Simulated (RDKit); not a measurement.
RDKit input (MMFF94):

```python
from rdkit import Chem
from rdkit.Chem import AllChem, rdDetermineBonds

mol = Chem.MolFromXYZFile('mol.xyz')
rdDetermineBonds.DetermineBonds(mol, charge=-1)
print('SMILES', Chem.MolToSmiles(Chem.RemoveHs(mol)))
ff = AllChem.MMFFGetMoleculeForceField(mol, AllChem.MMFFGetMoleculeProperties(mol))
e0 = ff.CalcEnergy()
flag = ff.Minimize(maxIts=5000, forceTol=1e-5)
print(f'energy {e0:.4f} -> {ff.CalcEnergy():.4f} kcal/mol, converged: {flag == 0}')
print(Chem.MolToXYZBlock(mol))
```
mol.xyz:
```
10

C      0.90052546    -0.56668612     0.03712340
C      2.39178388    -0.21072444     0.02785972
C      0.08456244     0.71356583     0.13061417
H      0.69681967    -1.19993557     0.91006203
H      0.69360926    -1.20636106    -0.84731521
H      3.02621860    -1.10472435    -0.00015858
Cl    -1.77223671     0.11251524    -0.02631381
H      2.63936733     0.39901487    -0.84795219
H      2.64612132     0.37695155     0.91395249
H      0.16465716     1.20536388    -0.85483764
```

Output:

```
SMILES CC[CH-]Cl
energy 16.0779 -> -0.9199 kcal/mol, converged: True
10

C      0.990330   -0.703967   -0.292874
C      2.254123   -0.130014    0.326735
C     -0.038888    0.344893   -0.498835
H      0.606133   -1.511523    0.340408
H      1.234335   -1.151904   -1.262583
H      3.005506   -0.916637    0.449748
Cl    -1.334638    0.495575    0.603621
H      2.686074    0.653279   -0.305520
H      2.051837    0.301085    1.313134
H      0.016617    1.138193   -1.230799
```

The dipole moment of an ion depends on the origin.
